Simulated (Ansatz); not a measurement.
# C2F4 (SMILES FC(F)=C(F)F): energies and forces away from the minimum

The task here is to estimate one member of a computed series from the others.

Program: Ansatz 0.2.0, Gaussian basis. Level of theory: single points with forces in def2-TZVPP. These are calculated values, not measurements.

Levels: PBE-D4, r2SCAN-D4, PBE0-D4, wB97M-V, Hartree-Fock, MP2, CCSD, CCSD(T). Each coordinate is moved by a Gaussian draw of the width named (0.7 of it for atoms other than hydrogen): 0.06, 0.06 Å.

Cores are frozen in the correlated methods.

9 further runs of the same task are left out: 9 set aside as unsound or not needed.

**The starting structure**

The minimum, relaxed at PBE0-D4: 6 atoms, charge 0, spin multiplicity 1.

Atoms are counted from 1 here; the program's logs count them from 0.

Bond lengths: F1–C2 1.310 Å, C2–F3 1.310 Å, C2–C4 1.320 Å, C4–F5 1.310 Å, C4–F6 1.310 Å. Angles: F1–C2–F3 113.3°, F1–C2–C4 123.4°, F3–C2–C4 123.4°, C2–C4–F5 123.4°, C2–C4–F6 123.4°, F5–C4–F6 113.3°.

Coordinates:

```xyz
6
C2F4
F     1.1692   -1.1345   -0.7080
C     0.2025   -0.6401    0.0257
F    -0.3375   -1.5206    0.8323
C    -0.1884    0.6188   -0.0411
F     0.3515    1.4993   -0.8476
F    -1.1552    1.1131    0.6926
```

Energies of the minimum (eV), from earlier single points: PBE-D4 -12932.94495, r2SCAN-D4 -12939.78906, PBE0-D4 -12932.72734, B3LYP-D4 -12945.39244, wB97M-V -12942.24925, CCSD(T) -12924.52575.

The first run:

File ccsdt-tzvpp/in.yaml:

```yaml
crystal:
  periodic: [false, false, false]
  atoms:
    - {symbol: F, position_ang: [1.174326, -1.167422, -0.736838]}
    - {symbol: C, position_ang: [0.224411, -0.699952, 0.123269]}
    - {symbol: F, position_ang: [-0.329510, -1.552786, 0.835984]}
    - {symbol: C, position_ang: [-0.156719, 0.622191, -0.002231]}
    - {symbol: F, position_ang: [0.306796, 1.516665, -0.844766]}
    - {symbol: F, position_ang: [-1.175001, 1.127702, 0.704797]}
basis:
  gaussian: {orbitals: def2-TZVPP}
correlation: {method: ccsd_t}
output: {forces: true}
```

The command line of these runs was not kept.

Steps of the session up to this table: Structure 1, width 0.06 Å; Structure 2, width 0.06 Å.

One table of the session follows, with a row left open; its other results are not shown here.

```
   method  RMS force component (eV/Å)  angle to CCSD(T) forces (°)  dipole (D)
   PBE-D4                           ?                            ?           ?
r2SCAN-D4                       2.655                          1.2        0.65
  PBE0-D4                       2.743                          3.1        0.65
  wB97M-V                       2.589                          1.7        0.65
  CCSD(T)                       2.807                    reference        0.66
```

Estimate the missing values for PBE-D4.

As computed: RMS force component (eV/Å): 2.669; angle to CCSD(T) forces (°): 6.4; dipole (D): 0.62. In the column «RMS force component (eV/Å)» it lies between r2SCAN-D4 (2.655) and PBE0-D4 (2.743).
